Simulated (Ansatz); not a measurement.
System: grey tin (α-Sn). Method: r²SCAN50 (Ansatz, a quantum-chemistry and plane-wave program, plane waves, PAW).

Input file:

Ansatz 0.2 input:
```yaml
crystal:
  lattice:
    - [0.0, 3.1716853008, 3.1716853008]
    - [3.1716853008, 0.0, 3.1716853008]
    - [3.1716853008, 3.1716853008, 0.0]
  atoms:
    - { symbol: Sn, position: [0.0, 0.0, 0.0] }
    - { symbol: Sn, position: [0.25, 0.25, 0.25] }
basis:
  ecutwfc: 520
  ecutrho_ratio: 4
  xc_grid: 3
kpoints:
  mp_grid: { grid: [8, 8, 8] }
hamiltonian:
  xc: r2scan50
  dispersion: none
  pseudopotentials: { kind: paw }
scf:
  occupations: { method: fermi_dirac, width: 0.01 }
  convergence: { dr2_threshold: 0.0000000002 }
output:
  forces: true
  stress: true
  eigenvalues: true
```

Problem. How many irreducible k-points, plane waves at Γ does the program set up, and what pressure does the run end with?

Solution. 29 irreducible k-points, 1759 plane waves at Γ; P = 3.18 GPa, so the cell is compressed on average and its volume would grow at this level.

Excerpt of the program's output:

```
WARN output.stress: scf.exx.energy_threshold = 1e-6 eV is looser than the 2e-8 eV advised for a stress under a hybrid functional (1e-8 eV for each atom of the …
Crystal: 2 atoms, lattice volume = 63.812 Å³
Basis set: ecut = 520 eV, 1759 PW (Γ), exchange–correlation on 108×108×108 points (27 copies of the dense FFT grid, shifted against one another)
Bands: 18, of which v1, the nominal top of the filled ones, is band 14 counted from 1 (13 counted from 0)
Symmetry: 48 space group operations
Space group: Fd-3m (ITA 227), of the structure as read, at distance tolerance 4.0e-5 Å
k-points: 29 of 512
Functional: x = r2scan, c = r2scan; τ floored in thin density (d = 2e-4 eV/Å³), warm-up for x = 0.5 r2scan + 0.5 exact, c = r2scan; τ floored in thin density (d = 2e-4 eV/Å³)
SCF iter   1: F=—  HF=-12077.145470 eV  |F-HF|=—  |Δ(HF+E_count)|=         —  Δρ=4.72e-3  dr2=5.72e-3  dr2_τ=6.95e-3
SCF iter   2: F=—  HF=-12077.159731 eV  |F-HF|=—  |Δ(HF+E_count)|=   1.43e-2  Δρ=1.96e-3  dr2=9.31e-4  dr2_τ=1.76e-5
  ...
Crystal: 2 atoms, lattice volume = 63.812 Å³
Initial density: handed on by an earlier stage of this run
Functional: x = 0.5 r2scan + 0.5 exact, c = r2scan; τ floored in thin density (d = 2e-4 eV/Å³)
Crystal: 2 atoms, lattice volume = 63.812 Å³
Crystal: 2 atoms, lattice volume = 63.812 Å³
SCF iter   2: F=—  HF=-12076.974838 eV  |F-HF|=—  |Δ(HF+E_count)|=   2.13e-8  Δρ=1.93e-6  dr2=1.21e-9  dr2_τ=3.90e-11
SCF iter   3: F=-12076.974838 eV  HF=-12076.974838 eV  |F-HF|=3.64e-11  |Δ(HF+E_count)|=  8.64e-10  Δρ=3.17e-7  dr2=7.07e-11  dr2_τ=2.88e-12
SCF 4 converged in 3 iterations: F = -12076.974838 eV  dr2 = 7.07e-11
Free energy (F): -12076.974838 eV
Internal energy: -12076.974838 eV  (E = F + TS)
E sigma→0 (E₀):  -12076.974838 eV
Fermi energy:    8.777073 eV
--- Forces (eV/Å), atoms counted from 1 ---
  atom   1  Sn    -0.00000000     0.00000000     0.00000000
  atom   2  Sn    -0.00000000     0.00000000     0.00000000
--- Stress (GPa, compression-positive) ---
        3.183567      -0.000000      -0.000000
       -0.000000       3.183567      -0.000000
       -0.000000      -0.000000       3.183567
  P = ⅓ Tr σ = 3.1836 GPa (31.836 kbar)
```

The cell is one volume of an energy–volume scan, off the minimum.

The PAW data were made under PBE.

Cost on a shared machine: roughly 4 core-minutes.
